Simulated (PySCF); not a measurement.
Compound: CHF₃S.
Geometry (PBE0-D3(BJ)/def2-SVP, Å), atoms numbered from 1 in this order:
```xyz
6
CHF3S angstrom
F     -1.146    0.202    0.852
C     -0.370    0.074   -0.220
F     -0.052    1.301   -0.620
F     -1.074   -0.512   -1.180
S      1.091   -0.946    0.103
H      1.551   -0.119    1.065
```

The calculation used TDDFT B3LYP/def2-SVPD, vertical, gas phase, core orbitals frozen in the response in PySCF 2.14.0, density-fitted response routines.

Ground-to-excited transition dipoles (e·a0, same axes as the geometry; the sign carries no meaning), for the states with f of 0.002 or more among the lowest 9:

```csv
state,E (hartree),μx,μy,μz
S2,0.2496,0.231,0.233,-0.310
S3,0.3014,-0.221,-0.221,0.296
S5,0.3174,0.000,-0.138,-0.102
S6,0.3218,0.326,-0.159,0.123
S7,0.3232,-0.106,-0.108,0.143
S8,0.3398,0.118,-0.238,-0.256
S9,0.3399,0.352,0.413,-0.458
```

(1) What oscillator strength does each state have?

(2) Which bond between heavy atoms lies closest to the direction of the S9 transition dipole?

(3) What angle do the transition dipoles of S3 and S6 make?

(4) How is the summed strength of these states shared among x, y and z?

Answers

(1) f = (2/3) ΔE |μ|² with ΔE in hartree (27.2114 eV).

```csv
state,|μ|² (au),|μ| (D),f
S2,0.204,1.15,0.034
S3,0.185,1.09,0.037
S5,0.030,0.44,0.006
S6,0.147,0.97,0.032
S7,0.043,0.53,0.009
S8,0.136,0.94,0.031
S9,0.504,1.80,0.114
```

(2) C2–F3, at 32° from it; next F1–C2 at 41°.

(3) |cos θ| = |μa·μb| / (|μa| |μb|) = 0.00, so θ ≈ 90° (taken between 0 and 90°, since the signs are arbitrary).

(4) (2/3) Σ ΔE μα² gives 0.075 for x, 0.082 for y and 0.106 for z, 0.263 in all.

The vertical ionisation energy (ΔSCF) is 10.92 eV, 1.67 eV above S9.
